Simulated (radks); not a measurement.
**Mg³⁺ in [He] 2s2 2p5: an all-electron calculation**

What are the levels of the magnesium ion Mg3+, how large are its shells, and how does its energy divide?

Program: radks (a radial shooting solver on a logarithmic mesh, Libxc functionals) version 1. Level of theory: Dirac Kohn-Sham, OLYP, spin-unpolarised, spherical densities, point nucleus; open shells are shared between the two j in proportion to 2j + 1. These are calculated values, not measurements, unless marked.

## 1. The atom as given

```
element       : magnesium (Z = 12)
charge        : +3
electrons     : 9
configuration : [He] 2s2 2p5
```

The outer shells:

Mg³⁺
```
[He] core
2s [↑↓]
2p [↑↓][↑↓][↑ ]
```

## 2. The calculation

The run's settings:

```text
Z 12
configuration [He] 2s2 2p5
relativity Dirac
functional optx,lyp
spin unpolarised
j_filling average
nucleus point
c 137.035999084
```

Command:

```sh
> python run_ks.py task.json out
```

This one command runs every case of the session in turn.

Q: Predict the outcome of this run.

The runs gave:

| quantity | value |
| --- | --- |
| total energy | -196.57019 hartree |
| exchange-correlation share of it | 7.70 % |
| −T/E | 1.0018 |
| highest occupied level | 2p3/2, -96.450 eV |
| most extended occupied level | 2s1/2, <r> = 0.670 bohr |
| radius at density 0.001 e/bohr³ | 2.05 bohr |
| maxima of the radial density | 2 |
| ionisation energy, NIST | 109.27 (semi-emp.) eV |

**Reading.** 2 principal shells are occupied and 2 maxima appear in the radial density. The top level binds by 96.450 eV, 88 % of the NIST ionisation energy of 109.27 eV; the potential of a semilocal functional falls off too fast, so its top eigenvalue is too shallow. Spin polarisation and multiplet splitting are left out.
